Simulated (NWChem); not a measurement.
All runs are NWChem calculations. System: FLi, charge 0, spin multiplicity 1, at a geometry optimised with B3LYP/def2-SVP. The structure started from a generated list of species. Level: PBE0/def2-SVP.

Job file:

```
start mol
memory heap 200 mb stack 900 mb global 1100 mb
geometry units angstroms nocenter noautoz noautosym
  Li     0.000000     0.000000    -1.146724
  F      0.000000     0.000000     0.382241
end
basis spherical
  * library def2-svp
end
dft
  xc pbe0
  semidirect memsize 60000000 filesize 0
  iterations 100
end
task dft energy
```

Output (cleaned and shortened):

```
             Northwest Computational Chemistry Package (NWChem) 7.3.0
             --------------------------------------------------------

                                NWChem Input Module
                                -------------------

 Scaling coordinates for geometry "geometry" by  1.889725989
 (inverse scale =  0.529177249)

                             Geometry "geometry" -> ""
                             -------------------------

 Output coordinates in angstroms (scale by  1.889725989 to convert to a.u.)

  No.       Tag          Charge          X              Y              Z
 ---- ---------------- ---------- -------------- -------------- --------------
    1 Li                   3.0000     0.00000000     0.00000000    -1.14672400
    2 F                    9.0000     0.00000000     0.00000000     0.38224100

 Effective nuclear repulsion energy (a.u.)       9.3447434853

            Nuclear Dipole moment (a.u.)
            ----------------------------
        X                 Y               Z
 ---------------- ---------------- ----------------
     0.0000000000     0.0000000000    -0.0000056692


 Summary of "ao basis" -> "" (spherical)
 ------------------------------------------------------------------------------
       Tag                 Description            Shells   Functions and Types
 ---------------- ------------------------------  ------  ---------------------
 *                          def2-svp                  on all atoms

                                 NWChem DFT Module
                                 -----------------

 Summary of "ao basis" -> "ao basis" (spherical)
 ------------------------------------------------------------------------------
       Tag                 Description            Shells   Functions and Types
 ---------------- ------------------------------  ------  ---------------------
 Li                         def2-svp                 5        9   3s2p
 F                          def2-svp                 6       14   3s2p1d

 Summary of "ao basis" -> "ao basis" (spherical)
 ------------------------------------------------------------------------------
[...]
  ----- ------------  ---------------      ----- ------------  ---------------
    13      0.512655  2 F  px                16     -0.382516  2 F  px
    14      0.364920  2 F  py                17     -0.272284  2 F  py
     7     -0.108741  1 Li px                 8     -0.077405  1 Li py
     4     -0.042717  1 Li px                 5     -0.030407  1 Li py

 Vector    6  Occ=2.000000D+00  E=-2.716339D-01
              MO Center=  1.6D-09, -2.2D-09,  3.1D-01, r^2= 6.5D-01
   Bfn.  Coefficient  Atom+Function         Bfn.  Coefficient  Atom+Function
  ----- ------------  ---------------      ----- ------------  ---------------
    14      0.512655  2 F  py                17     -0.382516  2 F  py
    13     -0.364920  2 F  px                16      0.272284  2 F  px
     8     -0.108741  1 Li py                 7      0.077405  1 Li px
     5     -0.042717  1 Li py                 4      0.030407  1 Li px

 Vector    7  Occ=0.000000D+00  E=-3.776456D-02
              MO Center=  1.6D-08, -2.1D-08, -1.9D+00, r^2= 6.1D+00
   Bfn.  Coefficient  Atom+Function         Bfn.  Coefficient  Atom+Function
  ----- ------------  ---------------      ----- ------------  ---------------
     3      0.575895  1 Li s                  2      0.391869  1 Li s
     9     -0.355205  1 Li pz                 1     -0.178448  1 Li s
     6     -0.064411  1 Li pz                11     -0.044658  2 F  s

 Vector    8  Occ=0.000000D+00  E= 6.323900D-02
              MO Center= -4.5D-09,  6.0D-09, -1.1D+00, r^2= 1.4D+01
   Bfn.  Coefficient  Atom+Function         Bfn.  Coefficient  Atom+Function
  ----- ------------  ---------------      ----- ------------  ---------------
     3     -1.770965  1 Li s                  2      1.655810  1 Li s
     9     -0.388002  1 Li pz                 1     -0.180166  1 Li s
     6     -0.079335  1 Li pz                12      0.071854  2 F  s
    18      0.058524  2 F  pz                15     -0.040457  2 F  pz

 Vector    9  Occ=0.000000D+00  E= 7.976865D-02
              MO Center= -1.1D-10, -3.2D-11, -1.2D+00, r^2= 4.0D+00
   Bfn.  Coefficient  Atom+Function         Bfn.  Coefficient  Atom+Function
  ----- ------------  ---------------      ----- ------------  ---------------
     7      0.774599  1 Li px                 8      0.554311  1 Li py
    16     -0.187275  2 F  px                13      0.160317  2 F  px
    17     -0.134016  2 F  py                14      0.114725  2 F  py
     4      0.090543  1 Li px                 5      0.064794  1 Li py

 center of mass
 --------------
 x =   0.00000000 y =   0.00000000 z =  -0.05691088

 moments of inertia (a.u.)
 ------------------
          42.774560244777           0.000000000000           0.000000000000
           0.000000000000          42.774560244777           0.000000000000
           0.000000000000           0.000000000000           0.000000000000

     Multipole analysis of the density
     ---------------------------------

     L   x y z        total         alpha         beta         nuclear
     -   - - -        -----         -----         ----         -------
     0   0 0 0     -0.000000     -6.000000     -6.000000     12.000000

     1   1 0 0     -0.000000     -0.000000     -0.000000      0.000000
     1   0 1 0      0.000000      0.000000      0.000000      0.000000
     1   0 0 1     -2.171899     -1.085947     -1.085947     -0.000006

     2   2 0 0     -5.281807     -2.640904     -2.640904      0.000000
     2   1 1 0     -0.000000     -0.000000     -0.000000      0.000000
     2   1 0 1      0.000000      0.000000      0.000000      0.000000
     2   0 2 0     -5.281807     -2.640904     -2.640904      0.000000
     2   0 1 1     -0.000000     -0.000000     -0.000000      0.000000
     2   0 0 2     -1.169363     -9.976405     -9.976405     18.783446

 Task  times  cpu:        0.3s     wall:        0.3s

 Total times  cpu:        0.3s     wall:        0.3s
```
